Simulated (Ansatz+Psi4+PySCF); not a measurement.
Results of a calculation; reference values are marked as such.
## Psi4 1.11 run

```
molecule {
0 2
N 0.000000 0.000000 0.000000
O 0.516600 -0.131100 1.119600
O 0.159400 -0.876200 -0.862800
O -0.676000 1.007300 -0.256900
}

set basis cc-pVTZ
set reference rohf
set scf_type pk
energy('scf')
```

The input is written out from the run's settings.

The run gave:

| Item | Value |
| --- | --- |
| Converged | yes |
| Total energy | -278.85382 hartree |
| Spin squared of the determinant | 0.750 |

This is not the lowest solution: another run reaches a determinant 1.22 eV lower. Caution: an unrestricted determinant lies well below.
